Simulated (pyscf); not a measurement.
Optimised with ωB97X-D3(BJ)/def2-SVP in PySCF.

Q: For the elementary gas-phase step HO–P•–OH (SMILES O[P]O) + H₂ (SMILES [H][H]) → •O–PH–OH (SMILES [O]PO) + H₂ (SMILES [H][H]) (doublet surface; H–O, H–H broken, H–P, H–H formed), what barrier and reaction energy does ωB97M-D3(BJ)/def2-TZVP give, measured from the separated reactants?

A: ΔE‡ = 201.4 kJ/mol, ΔE = +17.7 kJ/mol. Zero-point energy shifts the barrier by +0.4 kJ/mol. It is a concerted two-bond exchange, with an imaginary mode of 2044i cm⁻¹. One saddle was located; it need not be the lowest between these sides.
